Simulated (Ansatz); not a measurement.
Basis-set extrapolation for `[AlH2][SiH2][SiH3]` (PBE0-D4/def2-TZVP geometry, frozen core, Ansatz 0.2.0). Multiplicity 1, RHF reference.

```
                      def2-TZVPP   def2-QZVPP
                 HF  -823.860421  -823.885381
    MP2 correlation    -0.338928    -0.363283
CCSD(T) correlation    -0.416191      not run
```

Energies in hartree. Use E(X) = E(∞) + A·exp(−7.88·√X) for Hartree–Fock and E(X) = E(∞) + B·X^(−2.97) for correlation, with X = 3 and 4, and add CCSD(T) minus MP2 of the smaller set to the MP2 limit.

Task: What is the CCSD(T) energy at the basis-set limit?

Result: HF limit: -823.885381 + (-0.024960) × 0.13774 = -823.88882. MP2 limit: -0.363283 + (-0.024355) × 0.74074 = -0.38132. Higher-order term: -0.416191 − (-0.338928) = -0.07726. Total: -824.34740 hartree, 185.9 kJ/mol below CCSD(T)/def2-TZVPP.
